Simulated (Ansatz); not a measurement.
We consider solid iodine, described by PBE-D4 in Ansatz (PAW).

Settings: plane-wave cutoff 520 eV, 8×8×4 k mesh (along the axes of the cell as run), Fermi–Dirac smearing 0.01 eV, scalar-relativistic PAW data made under PBE.

Properties against volume:

Shape and atoms are relaxed at each volume.

| V (Å³/atom) | P (GPa) | direct gap at Γ (eV) | smallest gap on the k mesh (eV) | c (Å) |
|---|---|---|---|---|
| 37.772 | 0.61 | 1.183 | 0.769 | 9.599 |
| 38.559 | 0.28 | 1.169 | 0.799 | 9.622 |
| 39.345 | 0.00 | 1.155 | 0.829 | 9.645 |
| 40.132 | -0.24 | 1.143 | 0.857 | 9.666 |
| 40.919 | -0.44 | 1.132 | 0.884 | 9.688 |

The fundamental gap (0.83 eV at the equilibrium volume, with added k points) lies elsewhere than Γ–Γ.

Note: the bulk modulus comes from volumes at which shape and atoms were relaxed.

Spin–orbit coupling is not included; with these elements it can move the gap by several tenths of an eV or more.

Ansatz is a program for electronic structure.
